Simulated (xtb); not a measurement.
xtb single point, GFN2-xTB, ALPB implicit water, on phenol, C6H6O (SMILES Oc1ccccc1), charge 0, multiplicity 1.

```
xtb m.xyz --gfn 2 --chrg 0 --uhf 0 --norestart --sp --alpb water

13

O     -2.267566     0.649174    -0.000196
C     -0.949970     0.306801    -0.000145
C     -0.532148    -1.018369    -0.000085
C      0.818672    -1.317634    -0.000072
C      1.758855    -0.302752    -0.000096
C      1.341128     1.018494    -0.000138
C     -0.004694     1.327932    -0.000171
H     -2.811909    -0.147396     0.000196
H     -1.267131    -1.813352    -0.000182
H      1.134457    -2.350530    -0.000097
H      2.811909    -0.539550    -0.000041
H      2.069960     1.815320     0.000063
H     -0.347119     2.350530    -0.000143
```

It prints:

```

          ...................................................
          :                      SETUP                      :
          :.................................................:
          :  # basis functions                  34          :
          :  # atomic orbitals                  34          :
          :  # shells                           20          :
          :  # electrons                        36          :
          :  max. iterations                   250          :
          :  Hamiltonian                  GFN2-xTB          :
          :  restarted?                      false          :
          :  GBSA solvation                   true          :
          :  PC potential                    false          :
          :  electronic temp.          300.0000000     K    :
          :  accuracy                    1.0000000          :
          :  -> integral cutoff          0.2500000E+02      :
          :  -> integral neglect         0.1000000E-07      :
          :  -> SCF convergence          0.1000000E-05 Eh   :
          :  -> wf. convergence          0.1000000E-03 e    :
          :  Broyden damping             0.4000000          :
          :  net charge                          0          :
          :  unpaired electrons                  0          :
          ...................................................

 iter      E             dE          RMSdq      gap      omega  full diag
   1    -20.2755695 -0.202756E+02  0.487E+00    4.39       0.0  T
   2    -20.2834012 -0.783175E-02  0.287E+00    4.37       1.0  T
   3    -20.2788598  0.454143E-02  0.102E+00    4.29       1.0  T
   4    -20.2853648 -0.650498E-02  0.179E-01    4.32       1.0  T
   5    -20.2854417 -0.768899E-04  0.679E-02    4.36       1.0  T
   6    -20.2854552 -0.135135E-04  0.358E-02    4.34       1.0  T
   7    -20.2854564 -0.122300E-05  0.739E-03    4.34       3.8  T
   8    -20.2854566 -0.176129E-06  0.398E-03    4.35       7.0  T
   9    -20.2854566 -0.114157E-07  0.166E-03    4.35      16.7  T
  10    -20.2854566 -0.177760E-07  0.511E-04    4.35      54.3  T
  11    -20.2854566 -0.572001E-09  0.921E-05    4.35     301.1  T

   *** convergence criteria satisfied after 11 iterations ***

         #    Occupation            Energy/Eh            Energy/eV
      -------------------------------------------------------------
         1        2.0000           -0.7076583             -19.2564
       ...           ...                  ...                  ...
        12        2.0000           -0.4777019             -12.9989
        13        2.0000           -0.4735546             -12.8861
        14        2.0000           -0.4584904             -12.4762
        15        2.0000           -0.4335513             -11.7975
        16        2.0000           -0.4201679             -11.4334
        17        2.0000           -0.4036107             -10.9828
        18        2.0000           -0.3817318             -10.3875 (HOMO)
        19                         -0.2220366              -6.0419 (LUMO)
        20                         -0.2116916              -5.7604
        21                         -0.0866158              -2.3569
        22                          0.0788130               2.1446
        23                          0.1198135               3.2603
       ...                                ...                  ...
        34                          0.6726326              18.3033
      -------------------------------------------------------------
                  HL-Gap            0.1596953 Eh            4.3455 eV
             Fermi-level           -0.3018842 Eh           -8.2147 eV


         :::::::::::::::::::::::::::::::::::::::::::::::::::::
         ::                     SUMMARY                     ::
         :::::::::::::::::::::::::::::::::::::::::::::::::::::
         :: total energy             -19.960974952035 Eh    ::
         :: total w/o Gsasa/hb       -19.956175950232 Eh    ::
         :: gradient norm              0.005624921751 Eh/a0 ::
         :: HOMO-LUMO gap              4.345529303249 eV    ::
         ::.................................................::
         :: SCC energy               -20.285445917147 Eh    ::
         :: -> isotropic ES            0.028589683084 Eh    ::
         :: -> anisotropic ES          0.002806152418 Eh    ::
         :: -> anisotropic XC          0.008725597901 Eh    ::
         :: -> dispersion             -0.009065977966 Eh    ::
         :: -> Gsolv                  -0.008797106843 Eh    ::
         ::    -> Gelec               -0.003998105041 Eh    ::
         ::    -> Gsasa                0.000039235121 Eh    ::
         ::    -> Ghb                 -0.005918996622 Eh    ::
         ::    -> Gshift               0.001080759698 Eh    ::
         :: repulsion energy           0.324470965112 Eh    ::
         :: add. restraining           0.000000000000 Eh    ::
         :: total charge               0.000000000000 e     ::
[... lines cut ...]
        29                          0.4016842              10.9304
       ...                                ...                  ...
        34                          0.6726326              18.3033
      -------------------------------------------------------------
                  HL-Gap            0.1596953 Eh            4.3455 eV
             Fermi-level           -0.3018842 Eh           -8.2147 eV

     #   Z          covCN         q      C6AA      α(0)
     1   8 O        1.660    -0.461    22.060     6.340
     2   6 C        2.847     0.144    24.854     8.171
     3   6 C        2.919    -0.076    29.890     8.965
     4   6 C        2.921    -0.036    28.902     8.816
     5   6 C        2.919    -0.048    29.199     8.861
     6   6 C        2.921    -0.036    28.895     8.815
     7   6 C        2.919    -0.062    29.533     8.912
     8   1 H        0.805     0.371     0.542     1.156
     9   1 H        0.925     0.041     2.439     2.442
    10   1 H        0.926     0.040     2.443     2.444
    11   1 H        0.926     0.037     2.490     2.467
    12   1 H        0.926     0.040     2.446     2.446
    13   1 H        0.926     0.045     2.384     2.414

 Mol. C6AA /au·bohr⁶  :       2044.258647
 Mol. C8AA /au·bohr⁸  :      49647.438032
 Mol. α(0) /au        :         72.250439

Wiberg/Mayer (AO) data.
largest (>0.10) Wiberg bond orders for each atom

 ---------------------------------------------------------------------------
     #   Z sym  total        # sym  WBO       # sym  WBO       # sym  WBO
 ---------------------------------------------------------------------------
     1   8 O    2.074 --     2 C    1.072     8 H    0.842
     2   6 C    3.939 --     3 C    1.376     7 C    1.365     1 O    1.072
     3   6 C    3.987 --     4 C    1.446     2 C    1.376     9 H    0.966
                             6 C    0.107
     4   6 C    3.992 --     3 C    1.446     5 C    1.440    10 H    0.971
                             7 C    0.109
     5   6 C    3.992 --     4 C    1.440     6 C    1.429    11 H    0.971
     6   6 C    3.992 --     7 C    1.458     5 C    1.429    12 H    0.971
                             3 C    0.107
     7   6 C    3.989 --     6 C    1.458     2 C    1.365    13 H    0.969
                             4 C    0.109
     8   1 H    0.862 --     1 O    0.842
     9   1 H    0.998 --     3 C    0.966
    10   1 H    0.998 --     4 C    0.971
    11   1 H    0.999 --     5 C    0.971
    12   1 H    0.998 --     6 C    0.971
    13   1 H    0.998 --     7 C    0.969
 ---------------------------------------------------------------------------


molecular dipole:
                 x           y           z       tot (Debye)
 q only:       -0.174      -0.564       0.000
   full:       -0.214      -0.714       0.000       1.894
molecular quadrupole (traceless):
                xx          xy          yy          xz          yz          zz
 q only:        3.140       4.331      -0.807      -0.002       0.000      -2.332
  q+dip:        4.228       5.872       1.297      -0.002       0.001      -5.526
   full:        3.448       5.810      -0.162      -0.002       0.001      -3.286

           -------------------------------------------------
          | TOTAL ENERGY              -19.960974952035 Eh   |
          | GRADIENT NORM               0.005624921751 Eh/α |
          | HOMO-LUMO GAP               4.345529303249 eV   |
           -------------------------------------------------
```

The total energy is -543.17 eV, -0.19 eV from the same level's vacuum run.
